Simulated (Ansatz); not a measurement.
Process, species as SMILES: CS (CH3-SH) → CH4S+ (doublet, bonded as CS) + e-
B3LYP-D3(BJ)/def2-TZVP geometries, fixed; electronic energies without zero-point terms.

Energies in hartree at PBE with Ansatz (a program for electronic structure); the adiabatic ionisation energy is their sum with the coefficients shown, times 27.2114 eV a hartree. All functions are spherical. Open shells are unrestricted. No added dispersion term, no relativity.

```csv
species,coefficient,part,cc-pV(D+d)Z,cc-pV(T+d)Z,cc-pV(Q+d)Z
CS (CH3-SH),-1,PBE,-438.46626,-438.49997,-438.50727
"CH4S+ (doublet, bonded as CS)",+1,PBE,-438.12958,-438.16112,-438.16805
```

Problem. Predict the adiabatic ionisation energy in cc-pV(5+d)Z (X = 5): let each PBE step shrink by the ratio of the last two. Compare with the run.

Solution. 
- CS (CH3-SH): steps -0.03371 and -0.00730, ratio 0.217, so PBE -438.50885 (run: -438.51210).
- CH4S+ (doublet, bonded as CS): steps -0.03154 and -0.00693, ratio 0.220, so PBE -438.16957 (run: -438.17277).
Predicted 9.232 eV; the run in cc-pV(5+d)Z gives 9.234, a miss of -0.001. Keeping the value in cc-pV(Q+d)Z, 9.231, would miss by -0.003. All sums are of the energies as printed.
